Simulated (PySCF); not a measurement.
**Ionisation energy of Mg by level of theory**

Mg [Ne] 3s2 (1S) → Mg⁺ [Ne] 3s1 (2S), as a difference of total energies. All numbers are calculated (PySCF 2.14, the non-relativistic Hamiltonian (point nucleus), in aug-cc-pVDZ (5s4p2d, 27 functions)). Correlated levels: valence: [Ne] frozen. The calculations carry no spin-orbit coupling.

```json
{"method": "UHF", "ionisation energy (eV)": "6.624"}
{"method": "MP2 (valence)", "ionisation energy (eV)": "7.214"}
{"method": "SCS-MP2 (valence)", "ionisation energy (eV)": "7.332"}
{"method": "CCSD (valence)", "ionisation energy (eV)": "7.520"}
```

Errors of the correlated levels include the incompleteness of this basis and the frozen core.

With two correlated electrons CCSD is exact in that space.

Q: Which method comes closest to the reference value, and which is furthest?

A: The reference is 7.646 eV (measured; NIST Atomic Spectra Database, ionization energies). Closest: CCSD (valence) (error -0.126 eV); furthest: UHF (error -1.022 eV).
